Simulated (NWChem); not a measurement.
System: CS; SMILES [C-]#[S+]

The following NWChem deck was run.

```
start job
memory heap 200 mb stack 900 mb global 1100 mb
geometry units angstroms noautoz
  C      0.000000     0.000000    -1.113286
  S      0.000000     0.000000     0.421862
end
basis spherical
  * library def2-tzvpd
end
dft
  xc m06-2x
  iterations 150
  mulliken
end
task dft energy
```

Structure relaxed at the PBE0/def2-SVP level.

Task: Give the results of this calculation. (M06-2X/def2-TZVPD.) Quantities: energy (Ha); highest occupied level (eV); orbital gap (eV); dipole (D).

Result: The energy (Ha) is -436.21 and the highest occupied level (eV) is -10.19. The orbital gap (eV) is 8.86 and the dipole (D) comes out as 1.92.
